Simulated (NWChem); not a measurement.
# C cation, doublet

Results from NWChem. Pople sets run with spherical d functions. Spin-unrestricted. The open p shell is one determinant without spherical averaging. No stability test was run on the SCF state. Fermi-contact couplings, non-relativistic, static geometry.

Task: Taking PBE/pcJ-2 as the yardstick, which of these has the fewest basis functions while keeping “A(iso) 13C atom 1 (MHz)” within 5 % of it: PBE/6-31G*; PBE/cc-pCVTZ; PBE/IGLO-III; PBE/cc-pVTZ; PBE/def2-TZVP; PBE/IGLO-II; PBE/def2-SVP; PBE/pcJ-1; PBE/aug-cc-pVTZ-J?

Result: none of them.
```
level              basis functions  A(iso) 13C atom 1 (MHz)
-----------------  ---------------  -----------------------
PBE/6-31G*                      14                     39.5
PBE/def2-SVP                    14                    104.1
PBE/IGLO-II                     22                    -36.7
PBE/pcJ-1                       27                    -11.1
PBE/cc-pVTZ                     30                    -28.8
PBE/def2-TZVP                   31                    -43.6
PBE/IGLO-III                    35                    -29.6
PBE/cc-pCVTZ                    43                    -39.7
PBE/aug-cc-pVTZ-J               46                    -31.3
PBE/pcJ-2                       51                    -22.3
```

The yardstick is one finite set, not the basis-set limit.
